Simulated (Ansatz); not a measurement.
BH4, doublet in 6-31G: errors against full CI

Geometry: displaced at random from a stationary point.

```xyz
5

B     0.0073   -0.0003    0.0112
H     0.4211    0.7961    0.8107
H    -0.3699   -0.7648    0.7679
H    -0.4612    0.7887   -0.8282
H     0.3317   -0.8172   -0.8700
```

Basis 6-31G; Ansatz 0.2.0. Only valence electrons are correlated (noble-gas cores frozen), which leaves 7 electrons in 16 orbitals. R marks a restricted (for open shells ROHF) determinant, U an unrestricted one. Active spaces: valence = (7e, 8o) chosen from the atoms' valence shells.

Full CI is exact within this basis and frozen core; it isn't the basis-set limit. The frozen core follows each run's orbitals, which can shift R against U totals by a few meV.

For open shells CISD and CISDTQ are restricted-active-space CI with the open shells as a complete middle space.

The UHF ⟨S²⟩ is 0.763 and the T1 diagnostic (RCCSD) is 0.0143. The largest doubles amplitude (RCCSD) is 0.057 and the T1 diagnostic (UCCSD) is 0.0146.

```json
{"level": "RHF", "E − E(full CI) (meV)": "2653", "share of correlation (%)": "0.00", "wall time": "–"}
{"level": "UHF", "E − E(full CI) (meV)": "2562", "share of correlation (%)": "3.44", "wall time": "–"}
{"level": "RMP2", "E − E(full CI) (meV)": "674", "share of correlation (%)": "74.61", "wall time": "–"}
{"level": "UMP2", "E − E(full CI) (meV)": "686", "share of correlation (%)": "74.14", "wall time": "–"}
{"level": "CISD", "E − E(full CI) (meV)": "135", "share of correlation (%)": "94.92", "wall time": "0.12 s"}
{"level": "RCCSD", "E − E(full CI) (meV)": "58", "share of correlation (%)": "97.80", "wall time": "–"}
{"level": "UCCSD", "E − E(full CI) (meV)": "59", "share of correlation (%)": "97.78", "wall time": "–"}
{"level": "RCCSD(T)", "E − E(full CI) (meV)": "15", "share of correlation (%)": "99.44", "wall time": "0.27 s"}
{"level": "UCCSD(T)", "E − E(full CI) (meV)": "16", "share of correlation (%)": "99.40", "wall time": "0.21 s"}
{"level": "BCCD(T)", "E − E(full CI) (meV)": "15", "share of correlation (%)": "99.42", "wall time": "0.15 s"}
{"level": "RCCSDT", "E − E(full CI) (meV)": "2", "share of correlation (%)": "99.94", "wall time": "–"}
{"level": "UCCSDT", "E − E(full CI) (meV)": "2", "share of correlation (%)": "99.94", "wall time": "–"}
{"level": "CISDTQ", "E − E(full CI) (meV)": "2", "share of correlation (%)": "99.91", "wall time": "0.63 s"}
{"level": "RCCSDT(Q)", "E − E(full CI) (meV)": "0", "share of correlation (%)": "99.99", "wall time": "0.39 s"}
{"level": "UCCSDT(Q)", "E − E(full CI) (meV)": "0", "share of correlation (%)": "99.99", "wall time": "0.36 s"}
{"level": "RCCSDTQ", "E − E(full CI) (meV)": "0", "share of correlation (%)": "100.00", "wall time": "3.9 s"}
{"level": "UCCSDTQ", "E − E(full CI) (meV)": "0", "share of correlation (%)": "100.00", "wall time": "4.3 s"}
{"level": "CASSCF (valence space)", "E − E(full CI) (meV)": "851", "share of correlation (%)": "67.92", "wall time": "–"}
{"level": "NEVPT2 (valence space)", "E − E(full CI) (meV)": "235", "share of correlation (%)": "91.13", "wall time": "0.54 s"}
{"level": "MRCISD (valence space)", "E − E(full CI) (meV)": "24", "share of correlation (%)": "99.10", "wall time": "–"}
{"level": "MRCISD+Q (valence space)", "E − E(full CI) (meV)": "9", "share of correlation (%)": "99.65", "wall time": "0.93 s"}
```

The correlation energy at full CI, counted from RHF, is -2.653 eV. That run took 2.2 s on 1 thread of AMD EPYC 9R45, shared host over 1,019,200 determinants.

Times hold each run's SCF and search for its determinant on a shared host, so for small cases they say little of a method's own cost; they ran on 1 thread of AMD EPYC 9R45.

The full-CI state has the irrep A of C1, in the program's axes.

Natural occupations of full CI about the gap: 1.975 1.958 1.955 1.002 0.030 0.021 0.018 0.016 0.007 0.006; effectively unpaired electrons, Σ n²(2−n)², 1.03.
